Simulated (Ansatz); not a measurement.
**Worked example: the enthalpy of formation of O3 (SMILES O=[O+][O-])**

O3: 3 atoms, total charge 0, spin state singlet. As SMILES, `O=[O+][O-]`. The shape is that of a PBE0-D4/def2-TZVP optimisation.

```xyz
3

O     0.8487   -0.5359    0.4095
O    -0.2289   -0.3176   -0.1594
O    -0.6198    0.8535   -0.2501
```

Total energies at RPA@PBE/def2-TZVPP, 3 core orbitals frozen (Ansatz 0.2.0); the atoms run unrestricted:

| species | state | energy (Eh) |
| --- | --- | --- |
| O3 | singlet | -225.416375 |
| O | triplet | -75.073853 |

Harmonic wavenumbers at B3LYP-D4/def2-TZVP, in cm⁻¹: 750, 1203, 1257.

Measured heats of formation of the gaseous atoms at 298.15 K, in kJ/mol: O 249.2. Spin-orbit lowering of the atoms at 298 K (mean of the ground term's levels less their thermal mean, from spectra), in kJ/mol: O 0.40. Take 1 Eh = 2625.50 kJ/mol, 1 cm⁻¹ = 0.0119627 kJ/mol, RT = 2.479 kJ/mol.

**Question.** Work out the heat of formation of the gas at 298 K.

**Answer.** 
1. Electronic atomisation energy: 3 × (-75.073853) − (-225.416375) = 0.194816 Eh = 511.5 kJ/mol.
2. Zero-point energy: half the sum of the wavenumbers, 1605 cm⁻¹ = 19.2 kJ/mol.
3. Thermal vibrational enthalpy, Σ hcν̃/(exp(hcν̃/kT) − 1): 0.3 kJ/mol. Translation, rotation and pV of a non-linear molecule: 4 RT = 9.9 kJ/mol.
4. The 3 free atoms carry 5/2 RT each: 18.6 kJ/mol.
5. Spin-orbit coupling lowers the free atoms by 3 × 0.40 = 1.2 kJ/mol.
6. Atomisation enthalpy at 298 K: 511.5 − 1.2 − 19.2 − 0.3 − 9.9 + 18.6 = 499.5 kJ/mol.
7. Sum of the atoms' heats of formation: 747.6 kJ/mol. Heat of formation: 747.6 − 499.5 = +248.1 kJ/mol.

The tabulated value is +141.7 kJ/mol (Active Thermochemical Tables), so this level is off by +106.4 kJ/mol, or 17.6 % of the atomisation enthalpy. Anharmonicity and any spin-orbit splitting of the molecule are left out, and so is core correlation.
